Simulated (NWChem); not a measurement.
Molecule: chloroform (CHCl3); SMILES ClC(Cl)Cl

```xyz
5

Cl     0.7912    -1.4856    -0.0834
C      0.0000     0.0000     0.4512
Cl     0.8909     1.4280    -0.0834
Cl    -1.6822     0.0576    -0.0834
H      0.0000     0.0000     1.5460
```
Atoms are numbered in this order, from 1.

All runs: NWChem. Structure relaxed at the PBE0/def2-SVP level.

For level B3LYP/aug-cc-pVTZ:

| Property | Result |
|---|---|
| highest occupied level (eV) | -8.66 |
| orbital gap (eV) | 7.31 |
| dipole (D) | 1.08 |

**Question.** Estimate the same quantities for level B3LYP/STO-3G.

**Answer.** 
| Quantity | Result |
|---|---|
| highest occupied level (eV) | -7.29 |
| orbital gap (eV) | 8.86 |
| dipole (D) | 1.47 |
